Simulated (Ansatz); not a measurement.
# NH (triplet): one species, many methods

An exercise on one series of results from a longer session: the logs are not shown, and one member is left open.

The runs use Ansatz 0.2.0, Gaussian basis; functionals in def2-TZVPP, the program's frozen cores in correlated methods.

Plan: LDA (SPW92), PBE-D4, revPBE-D4, BLYP-D4, r2SCAN-D4, B97M-V, PBE0-D4, B3LYP-D4, r2SCANh-D4, r2SCAN0-D4, HSE06-D4, BHLYP-D4, CAM-B3LYP-D4, LC-ωPBE, ωB97X-V, ωB97M-V, B2PLYP, PBE-QIDH; CCSD(T)/def2-SVP; CCSD(T)/def2-TZVPP; CCSD(T)/def2-QZVPP; extrapolation to the limit; RPA on PBE.

### The relaxed structure

An earlier PBE0-D4 in a triple-zeta def2 set relaxation fixed the geometry.

SMILES `[NH] m3`, 2 atoms, charge 0, spin multiplicity 3.

Atoms are counted from 1 here; the program's logs count them from 0.

Bond lengths: N1–H2 1.040 Å.

The first run:

File in.yaml:

```yaml
crystal:
  periodic: [false, false, false]
  atoms:
    - {symbol: N, position_ang: [0.000000, -0.000000, 0.130015]}
    - {symbol: H, position_ang: [-0.000000, 0.000000, -0.909587]}
basis:
  gaussian: {orbitals: def2-TZVPP}
magnetization: {spin_polarized: true, initial_magnetization: 2}
hamiltonian: {xc: lda}
output: {orbitals: {seedname: orbitals}}
```

Started as:

```bash
ansatz run in.yaml --threads 2 --pin off --events-out ev --progress --plain --max-ram 22528MiB --backend cpu
```

Steps of the session up to this table: LDA; PBE-D4 (GGA); revPBE-D4 (GGA); BLYP-D4 (GGA); r2SCAN-D4 (meta-GGA); B97M-V (meta-GGA); B3LYP-D4 (hybrid); r2SCANh-D4 (hybrid); r2SCAN0-D4 (hybrid); HSE06-D4 (hybrid); BHLYP-D4 (hybrid); CAM-B3LYP-D4 (range-separated); LC-ωPBE (range-separated); ωB97X-V (range-separated); ωB97M-V (range-separated); B2PLYP (double hybrid); PBE-QIDH (double hybrid).

One table of the session follows, with a row left open; its other results are not shown here.

It belongs to the step «Orbital energies across the functionals». 

```
  functional  HOMO (eV)  LUMO (eV)  gap (eV)
 LDA (SPW92)      -7.88      -4.74      3.14
      PBE-D4      -7.82      -4.17      3.65
   revPBE-D4      -7.78      -4.02      3.76
     BLYP-D4      -7.63      -4.35      3.28
   r2SCAN-D4      -8.46      -3.31      5.15
      B97M-V          ?          ?         ?
     PBE0-D4      -9.71      -2.42      7.29
    B3LYP-D4      -9.29      -3.14      6.15
  r2SCANh-D4      -9.15      -2.71      6.44
  r2SCAN0-D4     -10.19      -1.84      8.35
    HSE06-D4      -9.29      -2.82      6.47
    BHLYP-D4     -11.41      -1.04     10.37
CAM-B3LYP-D4     -11.17      -1.45      9.72
     LC-ωPBE     -12.73       0.29     13.02
     ωB97X-V     -12.13      -0.23     11.90
     ωB97M-V     -11.94      -0.27     11.67
```

**Question.** Estimate the row for B97M-V.

The run gave: HOMO (eV): -8.26; LUMO (eV): -3.53; gap (eV): 4.72. In the column «HOMO (eV)» it lies between r2SCAN-D4 (-8.46) and LDA (SPW92) (-7.88).
